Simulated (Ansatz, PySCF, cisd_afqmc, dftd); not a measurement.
System: NH3, charge 0, singlet. NH3 (azane, SMILES N).
B3LYP-D3(BJ)/def2-TZVP minimum from Ansatz (a program for electronic structure):
```xyz
4

N      0.0022    -0.0038     0.1116
H     -0.0020     0.9512    -0.2281
H      0.8095    -0.4644    -0.2929
H     -0.8232    -0.4600    -0.2599
```
Charge 0, spin multiplicity 1.

Quantity: enthalpy of formation at 298 K (by atomisation, with ideal-gas terms from PySCF's Hessian at B3LYP-D3(BJ)/def2-TZVP and the atoms' measured values of the G2/97 table; no spin-orbit terms), in kcal/mol. Radicals and triplets start from unrestricted determinants; spin-orbit coupling is neglected. Cores are frozen in correlated methods. Rows without X2C or -DK are non-relativistic. AFQMC/CISD: phaseless, guided by CISD from CCSD amplitudes; bars are statistical, one sigma. Outlying blocks are dropped, and bars are widened where a walk drifts. Over all cases where full CI ran beside it in this data, AFQMC minus full CI had a median of +0.1 mEh and passed +0.4 mEh in a tenth of the cases. CBS(X,Y): correlation extrapolated as X^-3, Hartree-Fock from the larger set (Q,5: extrapolated as (X+1)exp(-9√X)). A bracket is a step between two methods taken in the basis named. Functionals run without relativity, which enters their misses. 'core' is core correlation in cc-pwCVTZ, 'X2C' scalar relativity in cc-pVTZ-DK, both at CCSD(T). For partners of very few electrons the exact lower level stands in for a higher one.

Measured: -10.9 kcal/mol, -45.6 kJ/mol (Active Thermochemical Tables 1.112 (ions: stationary electron), as tabulated in the package chemicals).

```json
[
 {"level": "HF/cc-pVQZ", "program": "Ansatz", "enthalpy of formation at 298 K (kcal/mol)": "86.7", "error against that value": "97.6"},
 {"level": "PBE/def2-TZVPD", "program": "Ansatz", "enthalpy of formation at 298 K (kcal/mol)": "-13.6", "error against that value": "-2.7"},
 {"level": "PBE0-D4/def2-TZVPD", "program": "Ansatz + dftd4", "enthalpy of formation at 298 K (kcal/mol)": "-6.7", "error against that value": "4.2"},
 {"level": "PBE0/def2-TZVPD", "program": "Ansatz", "enthalpy of formation at 298 K (kcal/mol)": "-6.5", "error against that value": "4.4"},
 {"level": "MP2/cc-pV5Z", "program": "Ansatz", "enthalpy of formation at 298 K (kcal/mol)": "-8.4", "error against that value": "2.5"},
 {"level": "CCSD/cc-pV5Z", "program": "Ansatz", "enthalpy of formation at 298 K (kcal/mol)": "-4.8", "error against that value": "6.1"},
 {"level": "CCSD(T)/CBS(cc-pVTZ,cc-pVQZ) + core + X2C", "program": "Ansatz", "enthalpy of formation at 298 K (kcal/mol)": "-10.6", "error against that value": "0.3"},
 {"level": "CCSDT(Q)/cc-pVQZ", "program": "Ansatz", "enthalpy of formation at 298 K (kcal/mol)": "-6.8", "error against that value": "4.1"},
 {"level": "CCSDTQ/cc-pVDZ", "program": "Ansatz", "enthalpy of formation at 298 K (kcal/mol)": "19.9", "error against that value": "30.8"},
 {"level": "AFQMC/CISD/cc-pVDZ", "program": "cisd_afqmc", "enthalpy of formation at 298 K (kcal/mol)": "19.6 ± 0.3", "error against that value": "30.5"},
 {"level": "AFQMC/CISD/cc-pVTZ", "program": "cisd_afqmc", "enthalpy of formation at 298 K (kcal/mol)": "-1.1 ± 0.2", "error against that value": "9.8"},
 {"level": "CCSD(T)/CBS(cc-pVQZ,cc-pV5Z) + [AFQMC/CISD - CCSD(T)]/cc-pVDZ + core + X2C", "program": "Ansatz + cisd_afqmc", "enthalpy of formation at 298 K (kcal/mol)": "-11.4 ± 0.3", "error against that value": "-0.5"},
 {"level": "CCSD(T)/CBS(cc-pVQZ,cc-pV5Z) + [AFQMC/CISD - CCSD(T)]/cc-pVTZ + core + X2C", "program": "Ansatz + cisd_afqmc", "enthalpy of formation at 298 K (kcal/mol)": "-11.1 ± 0.2", "error against that value": "-0.2"},
 {"level": "CCSD(T)/CBS(cc-pVQZ,cc-pV5Z) + [CCSDT(Q) - CCSD(T)]/cc-pVQZ + [CCSDTQ - CCSDT(Q)]/cc-pVDZ + core + X2C", "program": "Ansatz", "enthalpy of formation at 298 K (kcal/mol)": "-10.8", "error against that value": "0.1"}
]
```
